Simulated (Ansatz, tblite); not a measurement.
# AsAsAsAs tetrahedron (As₄): one state, many levels

An exercise on one series of results from a longer session: the logs are not shown, and one member is left open.

Computed with Ansatz 0.2.0, Gaussian basis. Level: as each input shows.

The runs, in order: GFN1-xTB, GFN2-xTB, PBE-D4/def2-TZVP, r2SCAN-D4/def2-TZVP, BLYP-D4/def2-TZVP, LDA/def2-TZVP, LC-ωPBE/def2-TZVP, revPBE-D4/def2-TZVP, B2PLYP/def2-TZVP, B97M-V/def2-TZVP, CAM-B3LYP-D4/def2-TZVP, PBE-D4/def2-SVP, PBE0-D4/def2-SVP, HF/6-31G, B3LYP-D4/6-31G, PBE0-D4/def2-TZVPD, PBE-D4/def2-TZVPD, r2SCAN-D4/def2-TZVPD, CCSD(T)/def2-SVP, MP2/def2-TZVP, RPA/def2-TZVP.

## The structure

The singlet was relaxed beforehand with PBE-D4/def2-SVP.

4 atoms, charge 0, spin multiplicity 1.

Bond lengths: As1–As2 2.463 Å, As1–As3 2.463 Å, As1–As4 2.463 Å, As2–As3 2.463 Å, As2–As4 2.463 Å, As3–As4 2.463 Å. Angles: As2–As1–As3 60.0°, As2–As1–As4 60.0°, As3–As1–As4 60.0°, As1–As2–As3 60.0°, As1–As2–As4 60.0°, As3–As2–As4 60.0°, As1–As3–As2 60.0°, As1–As3–As4 60.0°, As2–As3–As4 60.0°, As1–As4–As2 60.0°, As1–As4–As3 60.0°, As2–As4–As3 60.0°.

PBE0-D4/def2-TZVP was run before; its log isn't repeated, and its numbers join the tables.

Set-up of the first run:

Tight binding, by tblite at 300 K electronic temperature and without a spin-polarisation term:

```python
tblite.interface.Calculator('GFN1-xTB', numbers, positions, charge=0, uhf=0).singlepoint()
```

Tight binding, by tblite at 300 K electronic temperature and without a spin-polarisation term:

```python
tblite.interface.Calculator('GFN2-xTB', numbers, positions, charge=0, uhf=0).singlepoint()
```

start.molden holds the orbitals of an earlier run on this state, given as this run's starting guess.

in.yaml

```yaml
crystal:
  periodic: [false, false, false]
  atoms:
    - {symbol: As, position_ang: [1.412639, 0.036887, 0.527116]}
    - {symbol: As, position_ang: [-0.960784, 0.336613, 1.112803]}
    - {symbol: As, position_ang: [-0.147611, 1.006686, -1.113342]}
    - {symbol: As, position_ang: [-0.304235, -1.380176, -0.526567]}
basis:
  gaussian: {orbitals: def2-TZVP, initial_orbitals: start.molden}
hamiltonian: {xc: pbe, dispersion: d4}
scf: {omitted_lower_state_checks: [starts]}
output: {orbitals: {seedname: orbitals}}
```

Command:

```
ansatz run in.yaml --threads 4 --pin off --events-out ev --progress --plain --max-ram 3916MiB
```

Steps of the session up to this table: PBE-D4/def2-TZVP; r2SCAN-D4/def2-TZVP; BLYP-D4/def2-TZVP; LDA/def2-TZVP; LC-ωPBE/def2-TZVP; revPBE-D4/def2-TZVP; B2PLYP/def2-TZVP; B97M-V/def2-TZVP; CAM-B3LYP-D4/def2-TZVP; PBE-D4/def2-SVP; PBE0-D4/def2-SVP; HF/6-31G; B3LYP-D4/6-31G; PBE0-D4/def2-TZVPD; PBE-D4/def2-TZVPD; r2SCAN-D4/def2-TZVPD; CCSD(T)/def2-SVP; MP2/def2-TZVP; RPA/def2-TZVP.

One of the session's tables, all rows but one given; the rest of the session is left out.

| level | HOMO (eV) | gap (eV) |
| --- | --- | --- |
| HF/6-31G | -9.24 | 10.54 |
| LDA/def2-TZVP | -6.18 | 4.13 |
| PBE-D4/def2-SVP | -5.99 | 4.21 |
| PBE-D4/def2-TZVP | -6.00 | 4.16 |
| PBE-D4/def2-TZVPD | -6.04 | 4.14 |
| revPBE-D4/def2-TZVP | -5.94 | 4.17 |
| BLYP-D4/def2-TZVP | -5.76 | 4.09 |
| r2SCAN-D4/def2-TZVP | -6.30 | 4.48 |
| r2SCAN-D4/def2-TZVPD | -6.31 | 4.47 |
| B97M-V/def2-TZVP | -6.15 | 4.56 |
| B3LYP-D4/6-31G | -7.02 | 5.53 |
| PBE0-D4/def2-SVP | -6.97 | 5.86 |
| PBE0-D4/def2-TZVP | -6.94 | 5.80 |
| PBE0-D4/def2-TZVPD | -6.97 | 5.76 |
| CAM-B3LYP-D4/def2-TZVP | -7.98 | 7.86 |
| LC-ωPBE/def2-TZVP | ? | ? |

**Question.** Estimate the row for LC-ωPBE/def2-TZVP.

As computed: HOMO (eV): -9.24; gap (eV): 10.02.
